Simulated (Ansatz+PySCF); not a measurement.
# singlet LiH: levels of theory in one basis

```yaml
atoms:
  - { symbol: Li, position_ang: [0.0000, 0.0000, -0.5193] }
  - { symbol: H, position_ang: [0.0000, 0.0000, 1.5579] }
```

Basis set: 6-31G (spherical functions). All electrons are correlated. Charge 0, multiplicity 1.

Computed with Ansatz (development build ahead of 0.2.0); each method stands on the lowest determinant of its kind that the runs found.

```tsv
method	E − E(RHF) (eV)	<S²> of the determinant
RHF	0.00	0.00
RHF-CCSD	-0.64	–
RHF-CCSD(T)	-0.64	–
full CI (lowest root of this spin)	-0.64	–
```

Question: What does RHF-MP2 give on the same scale?

Answer: -0.39 eV.

At such a shape the full CI root can have another spatial symmetry than the determinants, so the rows needn't describe one state.

Question: Is a single determinant a sound starting point here?

Answer: Only with care. Unrestricted orbitals gain 0.00 eV and <S²> is 0.00 against 0.00 for a pure state, but bonds are stretched.

Caution for RHF-MP2, RHF-CCSD, RHF-CCSD(T): bonds are stretched, where a single reference can fail.
